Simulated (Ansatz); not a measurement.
# CH5SSi+ (SMILES C=[SiH][SH2+]): a relaxed scan of the bond length S3–H7, part 2 of 2

Ansatz 0.2.0, Gaussian basis.

### 7 S3–H7 = 1.488 Å

relax/in.yaml reads:

```yaml
crystal:
  periodic: [false, false, false]
  atoms:
    - {symbol: C, position_ang: [-0.816067, 1.052926, -1.033389]}
    - {symbol: Si, position_ang: [-0.019241, 0.568282, 0.373539]}
    - {symbol: S, position_ang: [0.587284, -1.572252, 0.143936]}
    - {symbol: H, position_ang: [-0.971301, 0.381347, -1.870441]}
    - {symbol: H, position_ang: [-1.202243, 2.061092, -1.147072]}
    - {symbol: H, position_ang: [0.384811, 1.119700, 1.672901]}
    - {symbol: H, position_ang: [2.008125, -1.514599, 0.582149]}
    - {symbol: H, position_ang: [0.156711, -2.091310, 1.317888]}
basis:
  gaussian: {orbitals: def2-TZVP}
total_charge: 1
hamiltonian: {xc: pbe0, dispersion: d4}
relax: {f_tol: 0.005, max_steps: 200, constraints: [{distance: [2, 6]}]}
```

The program printed (excerpt; [...] marks lines left out):

```text
Functional definition: PBE0
  name "PBE0"
  cite "Adamo & Barone, J. Chem. Phys. 110, 6158 (1999) doi:10.1063/1.478522"
  cite "Perdew, Burke & Ernzerhof, Phys. Rev. Lett. 77, 3865 (1996) doi:10.1103/PhysRevLett.77.3865"
  parent pbe
[...]
939 factors; their error is unknown
[...]
mean field -19814.68679357 eV, -728.1763087865 hartree, gradient 4.2e-5 eV, S^2 0.000000; 0 other end points of the search recorded, 0 dependent functions left out
[...]
reference -19814.68682379 eV, -728.1763098971 hartree; 20, 20 occupied and 115, 115 virtual orbitals, 939 factors
relax step   1: F+E_penalty+E_count = -19814.80815926 eV  Δ(F+E_penalty+E_count) = +0.000e0 eV  max|allowed force component| = 6.981e-2 eV/Å  Δτ_max = 0.0000 Å  (28 SCF iters, accepted)
[...]
reference -19814.68769296 eV, -728.1763418387 hartree; 20, 20 occupied and 115, 115 virtual orbitals, 939 factors
Total energy: -19814.80914376 eV, -728.1808050731 hartree
Atom 0 at    -0.809005     1.053684    -1.035236 Å, force     0.000334     0.000078     0.000475 eV/Å
Atom 1 at    -0.029682     0.560788     0.379349 Å, force     0.000455     0.000237     0.000737 eV/Å
Atom 2 at     0.570969    -1.574871     0.146818 Å, force     2.291364     0.084590     0.645238 eV/Å
Atom 3 at    -0.957707     0.385438    -1.876117 Å, force    -0.000001    -0.000450    -0.000751 eV/Å
Atom 4 at    -1.195980     2.061665    -1.147960 Å, force    -0.000364     0.000165    -0.000103 eV/Å
Atom 5 at     0.364979     1.115856     1.680048 Å, force     0.000010    -0.000238    -0.000256 eV/Å
Atom 6 at     2.002444    -1.521978     0.549593 Å, force    -2.291880    -0.084448    -0.644962 eV/Å
Atom 7 at     0.182061    -2.075396     1.343016 Å, force     0.000082     0.000067    -0.000377 eV/Å
Dipole moment:     0.343751    -0.352145     0.429855 e Å
```

It took 26 s on 2 threads, shared host; peak memory 0.25 GiB.

ccsdt-tzvpp/in.yaml reads:

```yaml
crystal:
  periodic: [false, false, false]
  atoms:
    - {symbol: C, position_ang: [-0.809005, 1.053684, -1.035236]}
    - {symbol: Si, position_ang: [-0.029682, 0.560788, 0.379349]}
    - {symbol: S, position_ang: [0.570969, -1.574871, 0.146818]}
    - {symbol: H, position_ang: [-0.957707, 0.385438, -1.876117]}
    - {symbol: H, position_ang: [-1.195980, 2.061665, -1.147960]}
    - {symbol: H, position_ang: [0.364979, 1.115856, 1.680048]}
    - {symbol: H, position_ang: [2.002444, -1.521978, 0.549593]}
    - {symbol: H, position_ang: [0.182061, -2.075396, 1.343016]}
basis:
  gaussian: {orbitals: def2-TZVPP}
total_charge: 1
correlation: {method: ccsd_t}
```

The program printed (excerpt; [...] marks lines left out):

```text
[... 4 set-up lines as earlier in the session ...]
[...]
1049 factors; integrals over basis functions are off by at most 8.9e-4 eV
[...]
mean field -19781.25659544 eV, -726.9477716650 hartree, gradient 2.0e-6 eV, S^2 0.000000; 0 other end points of the search recorded, 0 dependent functions left out; unrestricted orbitals would lower it
11 core orbitals not correlated: weight in the atoms' cores, before any rotation towards them, 1.000 or more for the frozen orbitals, at most 0.000 for the correlated occupied ones
reference -19781.25659544 eV, -726.9477716650 hartree; 9, 9 occupied and 165, 165 virtual orbitals, 1049 factors
second order -12.61660889 eV of doubles, -0.00000000 eV of singles
cycle   1  -13.36510043 eV  change   -7.5e-1 eV  update   9.1e-2
[...]
cycle   9  -13.86745035 eV  change   -6.0e-6 eV  update   1.8e-5
perturbative correction -0.66315862 eV, -0.0243706296 hartree
Total energy: -19795.78720440 eV, -727.4817616952 hartree
```

Wall time 29 s (2 threads, shared host); peak memory 1.7 GiB.

### 8 S3–H7 = 1.574 Å

relax/in.yaml, as its differences from that of step 7:

```diff
@@ -9,3 +9,3 @@
     - {symbol: H, position_ang: [0.384811, 1.119700, 1.672901]}
-    - {symbol: H, position_ang: [2.008125, -1.514599, 0.582149]}
+    - {symbol: H, position_ang: [2.090243, -1.511267, 0.607476]}
     - {symbol: H, position_ang: [0.156711, -2.091310, 1.317888]}
```

The program printed (excerpt; [...] marks lines left out):

```text
[... 5 set-up lines as earlier in the session ...]
[...]
939 factors; their error is unknown
[...]
mean field -19814.44315056 eV, -728.1673550713 hartree, gradient 4.9e-5 eV, S^2 0.000000; 0 other end points of the search recorded, 0 dependent functions left out
[...]
reference -19814.44318076 eV, -728.1673561810 hartree; 20, 20 occupied and 115, 115 virtual orbitals, 939 factors
relax step   1: F+E_penalty+E_count = -19814.56439726 eV  Δ(F+E_penalty+E_count) = +0.000e0 eV  max|allowed force component| = 1.278e-1 eV/Å  Δτ_max = 0.0000 Å  (27 SCF iters, accepted)
[...]
reference -19814.44602950 eV, -728.1674608702 hartree; 20, 20 occupied and 115, 115 virtual orbitals, 939 factors
Total energy: -19814.56743054 eV, -728.1719222761 hartree
Atom 0 at    -0.802532     1.054163    -1.036541 Å, force     0.000484     0.000334     0.000106 eV/Å
Atom 1 at    -0.038362     0.555771     0.385289 Å, force    -0.000832     0.000488    -0.001423 eV/Å
Atom 2 at     0.557226    -1.575259     0.151402 Å, force     3.063369     0.096799     0.789333 eV/Å
Atom 3 at    -0.943942     0.387714    -1.880176 Å, force     0.000051    -0.000361    -0.000460 eV/Å
Atom 4 at    -1.191119     2.061432    -1.150049 Å, force    -0.000260     0.000128     0.000540 eV/Å
Atom 5 at     0.346003     1.113985     1.687634 Å, force     0.000426     0.000131     0.000781 eV/Å
Atom 6 at     2.080727    -1.526828     0.543924 Å, force    -3.063371    -0.097310    -0.789193 eV/Å
Atom 7 at     0.202195    -2.062461     1.363354 Å, force     0.000133    -0.000209     0.000315 eV/Å
Dipole moment:     0.366143    -0.348888     0.429857 e Å
```

It took 23 s on 2 threads, shared host; peak memory 0.25 GiB.

ccsdt-tzvpp/in.yaml reads:

```yaml
crystal:
  periodic: [false, false, false]
  atoms:
    - {symbol: C, position_ang: [-0.802532, 1.054163, -1.036541]}
    - {symbol: Si, position_ang: [-0.038362, 0.555771, 0.385289]}
    - {symbol: S, position_ang: [0.557226, -1.575259, 0.151402]}
    - {symbol: H, position_ang: [-0.943942, 0.387714, -1.880176]}
    - {symbol: H, position_ang: [-1.191119, 2.061432, -1.150049]}
    - {symbol: H, position_ang: [0.346003, 1.113985, 1.687634]}
    - {symbol: H, position_ang: [2.080727, -1.526828, 0.543924]}
    - {symbol: H, position_ang: [0.202195, -2.062461, 1.363354]}
basis:
  gaussian: {orbitals: def2-TZVPP}
total_charge: 1
correlation: {method: ccsd_t}
```

The program printed (excerpt; [...] marks lines left out):

```text
[... 4 set-up lines as earlier in the session ...]
[...]
1049 factors; integrals over basis functions are off by at most 8.9e-4 eV
[...]
mean field -19780.95908130 eV, -726.9368382222 hartree, gradient 2.0e-6 eV, S^2 0.000000; 0 other end points of the search recorded, 0 dependent functions left out; unrestricted orbitals would lower it
11 core orbitals not correlated: weight in the atoms' cores, before any rotation towards them, 1.000 or more for the frozen orbitals, at most 0.000 for the correlated occupied ones
reference -19780.95908130 eV, -726.9368382222 hartree; 9, 9 occupied and 165, 165 virtual orbitals, 1049 factors
second order -12.65169279 eV of doubles, -0.00000000 eV of singles
cycle   1  -13.39573892 eV  change   -7.4e-1 eV  update   9.2e-2
[...]
cycle  10  -13.90816193 eV  change    9.6e-6 eV  update   9.4e-6
perturbative correction -0.67188962 eV, -0.0246914881 hartree
Total energy: -19795.53913285 eV, -727.4726452339 hartree
```

Wall time 30 s (2 threads, shared host); peak memory 1.7 GiB.

### 9 S3–H7 = 1.665 Å

relax/in.yaml, as its differences from that of step 8:

```diff
@@ -9,3 +9,3 @@
     - {symbol: H, position_ang: [0.384811, 1.119700, 1.672901]}
-    - {symbol: H, position_ang: [2.090243, -1.511267, 0.607476]}
+    - {symbol: H, position_ang: [2.177136, -1.507741, 0.634275]}
     - {symbol: H, position_ang: [0.156711, -2.091310, 1.317888]}
```

The program printed (excerpt; [...] marks lines left out):

```text
[... 5 set-up lines as earlier in the session ...]
[...]
939 factors; their error is unknown
[...]
mean field -19814.12910085 eV, -728.1558139571 hartree, gradient 5.7e-5 eV, S^2 0.000000; 0 other end points of the search recorded, 0 dependent functions left out
[...]
reference -19814.12913091 eV, -728.1558150618 hartree; 20, 20 occupied and 115, 115 virtual orbitals, 939 factors
relax step   1: F+E_penalty+E_count = -19814.25040888 eV  Δ(F+E_penalty+E_count) = +0.000e0 eV  max|allowed force component| = 2.027e-1 eV/Å  Δτ_max = 0.0000 Å  (28 SCF iters, accepted)
[...]
reference -19814.13611510 eV, -728.1560717262 hartree; 20, 20 occupied and 115, 115 virtual orbitals, 939 factors
Total energy: -19814.25765062 eV, -728.1605380741 hartree
Atom 0 at    -0.793432     1.054813    -1.038706 Å, force    -0.001026     0.001107    -0.000748 eV/Å
Atom 1 at    -0.050722     0.549542     0.393467 Å, force     0.000142    -0.001073    -0.000904 eV/Å
Atom 2 at     0.539878    -1.574930     0.159956 Å, force     3.495076     0.083805     0.793578 eV/Å
Atom 3 at    -0.924239     0.390304    -1.885720 Å, force    -0.000219     0.001213     0.000420 eV/Å
Atom 4 at    -1.184760     2.060924    -1.153513 Å, force     0.000642    -0.001410     0.000001 eV/Å
Atom 5 at     0.319227     1.112509     1.697906 Å, force     0.000026     0.000690     0.000930 eV/Å
Atom 6 at     2.163140    -1.535457     0.528315 Å, force    -3.494399    -0.084855    -0.793066 eV/Å
Atom 7 at     0.227998    -2.045662     1.389932 Å, force    -0.000242     0.000523    -0.000212 eV/Å
Dipole moment:     0.387690    -0.340220     0.426439 e Å
```

Wall time 29 s (2 threads, shared host); peak memory 0.24 GiB.

ccsdt-tzvpp/in.yaml reads:

```yaml
crystal:
  periodic: [false, false, false]
  atoms:
    - {symbol: C, position_ang: [-0.793432, 1.054813, -1.038706]}
    - {symbol: Si, position_ang: [-0.050722, 0.549542, 0.393467]}
    - {symbol: S, position_ang: [0.539878, -1.574930, 0.159956]}
    - {symbol: H, position_ang: [-0.924239, 0.390304, -1.885720]}
    - {symbol: H, position_ang: [-1.184760, 2.060924, -1.153513]}
    - {symbol: H, position_ang: [0.319227, 1.112509, 1.697906]}
    - {symbol: H, position_ang: [2.163140, -1.535457, 0.528315]}
    - {symbol: H, position_ang: [0.227998, -2.045662, 1.389932]}
basis:
  gaussian: {orbitals: def2-TZVPP}
total_charge: 1
correlation: {method: ccsd_t}
```

The program printed (excerpt; [...] marks lines left out):

```text
[... 4 set-up lines as earlier in the session ...]
[...]
1050 factors; integrals over basis functions are off by at most 8.9e-4 eV
[...]
mean field -19780.58357930 eV, -726.9230387781 hartree, gradient 2.1e-6 eV, S^2 0.000000; 0 other end points of the search recorded, 0 dependent functions left out; unrestricted orbitals would lower it
11 core orbitals not correlated: weight in the atoms' cores, before any rotation towards them, 1.000 or more for the frozen orbitals, at most 0.000 for the correlated occupied ones
reference -19780.58357930 eV, -726.9230387781 hartree; 9, 9 occupied and 165, 165 virtual orbitals, 1050 factors
second order -12.69571101 eV of doubles, -0.00000000 eV of singles
cycle   1  -13.43389769 eV  change   -7.4e-1 eV  update   9.4e-2
[...]
cycle  10  -13.95939586 eV  change    1.8e-5 eV  update   1.8e-5
perturbative correction -0.68333810 eV, -0.0251122120 hartree
Total energy: -19795.22631326 eV, -727.4611493260 hartree
```

It took 30 s on 2 threads, shared host; peak memory 1.7 GiB.

### 10 S3–H7 = 1.760 Å

relax/in.yaml, as its differences from that of step 9:

```diff
@@ -9,3 +9,3 @@
     - {symbol: H, position_ang: [0.384811, 1.119700, 1.672901]}
-    - {symbol: H, position_ang: [2.177136, -1.507741, 0.634275]}
+    - {symbol: H, position_ang: [2.267849, -1.504060, 0.662252]}
     - {symbol: H, position_ang: [0.156711, -2.091310, 1.317888]}
```

The program printed (excerpt; [...] marks lines left out):

```text
[... 5 set-up lines as earlier in the session ...]
[...]
939 factors; their error is unknown
[...]
mean field -19813.77184451 eV, -728.1426850289 hartree, gradient 2.3e-5 eV, S^2 0.000000; 0 other end points of the search recorded, 0 dependent functions left out
[...]
reference -19813.77187445 eV, -728.1426861292 hartree; 20, 20 occupied and 115, 115 virtual orbitals, 939 factors
relax step   1: F+E_penalty+E_count = -19813.89475598 eV  Δ(F+E_penalty+E_count) = +0.000e0 eV  max|allowed force component| = 2.986e-1 eV/Å  Δτ_max = 0.0000 Å  (30 SCF iters, accepted)
[...]
reference -19813.78659164 eV, -728.1432269759 hartree; 20, 20 occupied and 115, 115 virtual orbitals, 939 factors
Total energy: -19813.90979198 eV, -728.1477545048 hartree
Atom 0 at    -0.782673     1.055474    -1.041175 Å, force    -0.001262    -0.000059    -0.003779 eV/Å
Atom 1 at    -0.065431     0.540864     0.402850 Å, force    -0.000167     0.002518     0.001826 eV/Å
Atom 2 at     0.521696    -1.574041     0.172080 Å, force     3.624823     0.053234     0.697496 eV/Å
Atom 3 at    -0.899167     0.394866    -1.893491 Å, force     0.000451     0.001268     0.002042 eV/Å
Atom 4 at    -1.178256     2.059865    -1.156637 Å, force     0.000524    -0.001152     0.000926 eV/Å
Atom 5 at     0.283056     1.110613     1.710352 Å, force    -0.000282    -0.000106    -0.000816 eV/Å
Atom 6 at     2.249735    -1.547757     0.504933 Å, force    -3.623959    -0.055380    -0.698150 eV/Å
Atom 7 at     0.258842    -2.024160     1.420702 Å, force    -0.000127    -0.000322     0.000455 eV/Å
Dipole moment:     0.405450    -0.324004     0.417977 e Å
```

Run time: 29 s. Hardware: 2 threads, shared host; peak memory 0.24 GiB.

ccsdt-tzvpp/in.yaml reads:

```yaml
crystal:
  periodic: [false, false, false]
  atoms:
    - {symbol: C, position_ang: [-0.782673, 1.055474, -1.041175]}
    - {symbol: Si, position_ang: [-0.065431, 0.540864, 0.402850]}
    - {symbol: S, position_ang: [0.521696, -1.574041, 0.172080]}
    - {symbol: H, position_ang: [-0.899167, 0.394866, -1.893491]}
    - {symbol: H, position_ang: [-1.178256, 2.059865, -1.156637]}
    - {symbol: H, position_ang: [0.283056, 1.110613, 1.710352]}
    - {symbol: H, position_ang: [2.249735, -1.547757, 0.504933]}
    - {symbol: H, position_ang: [0.258842, -2.024160, 1.420702]}
basis:
  gaussian: {orbitals: def2-TZVPP}
total_charge: 1
correlation: {method: ccsd_t}
```

The program printed (excerpt; [...] marks lines left out):

```text
[... 4 set-up lines as earlier in the session ...]
[...]
1048 factors; integrals over basis functions are off by at most 1.0e-3 eV
[...]
mean field -19780.15716222 eV, -726.9073682397 hartree, gradient 1.6e-6 eV, S^2 0.000000; 0 other end points of the search recorded, 0 dependent functions left out; unrestricted orbitals would lower it
11 core orbitals not correlated: weight in the atoms' cores, before any rotation towards them, 1.000 or more for the frozen orbitals, at most 0.000 for the correlated occupied ones
reference -19780.15716222 eV, -726.9073682397 hartree; 9, 9 occupied and 165, 165 virtual orbitals, 1048 factors
second order -12.74974009 eV of doubles, -0.00000000 eV of singles
cycle   1  -13.47986428 eV  change   -7.3e-1 eV  update   9.6e-2
[...]
cycle  11  -14.02210310 eV  change    2.5e-6 eV  update   1.5e-5
perturbative correction -0.69867348 eV, -0.0256757769 hartree
Total energy: -19794.87793881 eV, -727.4483468010 hartree
```

Wall time 31 s (2 threads, shared host); peak memory 1.7 GiB.

### 11 The curves

Energies less that of the minimum at the same level (eV):

| bond length (Å) | PBE-D4 | r2SCAN-D4 | PBE0-D4 | B3LYP-D4 | wB97M-V | Hartree-Fock | MP2 | CCSD | CCSD(T) |
| --- | --- | --- | --- | --- | --- | --- | --- | --- | --- |
| 1.164 | 0.677 | 0.632 | 0.631 | 0.618 | 0.601 | 0.552 | 0.588 | 0.591 | 0.601 |
| 1.204 | 0.401 | 0.365 | 0.363 | 0.355 | 0.341 | 0.298 | 0.329 | 0.332 | 0.340 |
| 1.263 | 0.143 | 0.121 | 0.119 | 0.116 | 0.106 | 0.077 | 0.098 | 0.100 | 0.106 |
| 1.331 | 0.013 | 0.007 | 0.006 | 0.006 | 0.003 | -0.005 | 0.001 | 0.002 | 0.003 |
| 1.354 (minimum) | 0.000 | 0.000 | 0.000 | 0.000 | 0.000 | 0.000 | 0.000 | 0.000 | 0.000 |
| 1.406 | 0.016 | 0.029 | 0.032 | 0.031 | 0.038 | 0.059 | 0.044 | 0.042 | 0.038 |
| 1.488 | 0.139 | 0.172 | 0.181 | 0.177 | 0.197 | 0.256 | 0.213 | 0.207 | 0.196 |
| 1.574 | 0.350 | 0.404 | 0.424 | 0.411 | 0.450 | 0.553 | 0.475 | 0.464 | 0.444 |
| 1.665 | 0.622 | 0.698 | 0.733 | 0.709 | 0.773 | 0.929 | 0.807 | 0.788 | 0.757 |
| 1.760 | 0.925 | 1.025 | 1.081 | 1.040 | 1.141 | 1.355 | 1.179 | 1.151 | 1.105 |

Miss and cost, level by level (times from a shared host):

| method | RMS deviation from CCSD(T) (eV) | mean time a point |
| --- | --- | --- |
| PBE-D4 | 0.091 | 2 s |
| r2SCAN-D4 | 0.039 | 4.2 s |
| PBE0-D4 | 0.019 | 2.4 s |
| B3LYP-D4 | 0.031 | 2.4 s |
| wB97M-V | 0.013 | 8.7 s |
| Hartree-Fock | 0.112 | part of the CCSD(T) run |
| MP2 | 0.033 | part of the CCSD(T) run |
| CCSD | 0.021 | part of the CCSD(T) run |
| CCSD(T) | 0 | 30 s |

For cost: wB97M-V comes within 0.013 eV at 8.7 s a point, where CCSD(T) needs 30 s.

### 12 Summary of results

What follows sums up all 2 parts.

| quantity | value |
| --- | --- |
| highest point, CCSD(T) | 1.105 eV at 1.760 Å |
| lowest point, CCSD(T) | 0.000 eV at 1.354 Å |
| minimum along the scan, CCSD(T) | 1.347 Å |
| curvature there | 25.5 eV/Å² |
| RMS deviation from CCSD(T) | PBE-D4 0.091, r2SCAN-D4 0.039, PBE0-D4 0.019, B3LYP-D4 0.031, wB97M-V 0.013, Hartree-Fock 0.112, MP2 0.033, CCSD 0.021 eV |
| largest T1 diagnostic | 0.015 |

What this shows: A polynomial through the near points puts the CCSD(T) minimum 0.007 Å below the PBE0-D4 value. The well is lopsided: squeezing costs more than stretching by the same length. Curvature against CCSD(T): PBE-D4 -10 %, Hartree-Fock +12 %. The curve of wB97M-V lies nearest to CCSD(T), that of Hartree-Fock farthest. The restricted Hartree–Fock reference is unstable towards an unrestricted one at one or more of these structures.
